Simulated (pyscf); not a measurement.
A first-order saddle from PySCF, ωB97X-D3(BJ)/def2-SVP:

```xyz
9

C     -0.6285     0.0927     1.1230
Re     0.6316    -0.2486    -0.6547
O      1.9984     0.7152    -0.3630
O     -0.3468     0.2765    -1.9386
O      0.9192    -1.9213    -0.6179
H     -0.7644     1.1772     1.0257
H     -1.4733    -0.5539     0.8540
H      0.0666    -0.2682     1.8914
H     -1.5434     0.3386     2.4131
```
Charge 0, spin multiplicity 2.

Surface: doublet, charge 0. Lowest wavenumbers (cm⁻¹): 1449i, 156, 156, 178, 230.

Q: Name the species on either side of this saddle.

A: `[CH3][Re](=[O])(=[O])=[O]` + `[H]` [doublet] ⇌ `[CH4]` + `[O]=[Re](=[O])=[O]` [doublet], a substitution at C read from left to right: C–Re broken and C–H formed. At ωB97M-D3(BJ)/def2-TZVP it lies +15.0 kcal/mol from the left side and +46.2 kcal/mol from the right (each side as separated species at their lowest minima found). This is the saddle that the search found; another between the same sides may lie lower. The angle at the attacked C is 180°. Open-shell species with a d-block atom are single-reference here; other states, and whether the spin sits on metal or ligand, were not checked. Elements past Kr carry the def2 core potentials, without spin-orbit coupling.
